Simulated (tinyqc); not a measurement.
The basis set: RHF and MP2 along a ladder of basis sets, for BH3, spin multiplicity 1. Computed by the program tinyqc with PySCF. Same geometry throughout; the dipole is taken about the origin.

Geometry (angstrom):
```
atom,x,y,z
B,0.0000,0.0000,0.0430
H,1.1530,0.0000,0.0000
H,-0.5760,0.9980,0.0000
H,-0.5760,-0.9980,0.0000
```

RHF and frozen-core MP2 in a ladder of bases:
```
basis,functions,E(RHF) (hartree),E(MP2 corr) (hartree),HOMO (eV),LUMO (eV),dipole (debye)
sto-3g,8,-26.070086,-0.034213,-12.8652,6.4393,0.1339
3-21g,15,-26.234995,-0.054168,-13.7455,2.1428,0.1267
6-31g,15,-26.374678,-0.053893,-13.6519,2.3759,0.1232
cc-pvdz,29,-26.387201,-0.091478,-13.6659,1.9349,0.1111
aug-cc-pvdz,50,-26.387966,-0.094884,-13.6883,0.8954,0.1051
cc-pvtz,72,-26.397930,-0.113493,-13.7319,1.6611,0.1078
```

Estimate the missing row, basis = 6-31g**.

Computed row:
```
basis    functions  E(RHF) (hartree)  E(MP2 corr) (hartree)  HOMO (eV)  LUMO (eV)  dipole (debye)
6-31g**         29        -26.390317              -0.092948   -13.6594     2.4610          0.1213
```

From cc-pVDZ to cc-pVTZ the RHF energy falls by 10.7 mhartree and the correlation energy by 22.0. If valence correlation converges as X^-3, (27 E(T) - 8 E(D))/19 gives -0.1228 hartree, a rough estimate from such small X that usually falls short; STO-3G holds about 28 % of it. Beyond STO-3G the LUMO moves by 1.6 eV and the HOMO by 0.1 eV.
